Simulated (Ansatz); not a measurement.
in.yaml

```yaml
crystal:
  periodic: [false, false, false]
  atoms:
    - {symbol: Al, position_ang: [0.000000, 0.066227, -0.085113]}
    - {symbol: H, position_ang: [0.000000, -1.221444, -0.671044]}
    - {symbol: H, position_ang: [0.374378, -0.275698, 1.474722]}
    - {symbol: H, position_ang: [-0.374378, -0.275698, 1.474722]}
basis:
  gaussian: {orbitals: STO-3G}
magnetization: {spin_polarized: false, initial_magnetization: 2}
hamiltonian: {xc: {name: B3LYP}}
correlation: {method: ccsdtq, electrons: outside_noble_gas, diis_vectors: 12}
scf: {lower_state_search: light}
```

```sh
$ ansatz run in.yaml --threads 1 --pin off --events-out ev --progress --plain --max-ram 2393MiB
```

Output:

```
181 factors; integrals over basis functions are off by at most 3.8e-8 eV
mean field evaluation 1: about -6558.4519 eV, gradient 7.4e0 eV
mean field evaluation 2: about -6558.4469 eV, gradient 7.4e0 eV
mean field evaluation 4: about -6558.7512 eV, gradient 3.8e-1 eV
mean field evaluation 8: about -6558.7520 eV, gradient 7.9e-4 eV
mean field -6558.75199674 eV, -241.0296901984 hartree, gradient 9.2e-6 eV, S^2 2.000000; 0 other end points of the search recorded, 0 dependent functions left out
mean field evaluation 16: about -6543.7412 eV, gradient 3.0e0 eV
5 core orbitals not correlated: weight in the atoms' cores, before any rotation towards them, 0.999 or more for the frozen orbitals, at most 0.000 for the correlated occupied ones
reference -6543.73973331 eV, -240.4779996929 hartree; 4, 2 occupied and 3, 5 virtual orbitals, 181 factors
second order -0.73816550 eV of doubles, -0.07677607 eV of singles
cycle   1  -1.07204149 eV  change   -2.6e-1 eV  update   4.3e-2
cycle   2  -1.21698447 eV  change   -1.4e-1 eV  update   1.7e-2
cycle   3  -1.22153396 eV  change   -4.5e-3 eV  update   2.8e-3
cycle   4  -1.22232127 eV  change   -7.9e-4 eV  update   6.2e-4
cycle   5  -1.22199815 eV  change    3.2e-4 eV  update   2.0e-4
cycle   6  -1.22215275 eV  change   -1.5e-4 eV  update   5.2e-5
cycle   7  -1.22214671 eV  change    6.0e-6 eV  update   1.1e-5
cycle   8  -1.22214251 eV  change    4.2e-6 eV  update   3.3e-6
cycle   9  -1.22214491 eV  change   -2.4e-6 eV  update   1.0e-6
cycle  10  -1.22214505 eV  change   -1.3e-7 eV  update   3.2e-7
Total energy: -6544.96187835 eV, -240.5229126949 hartree
```

Ran on 1 thread of Arm Neoverse V1, shared host: 4.4 s wall, 0.1 GiB peak host memory.
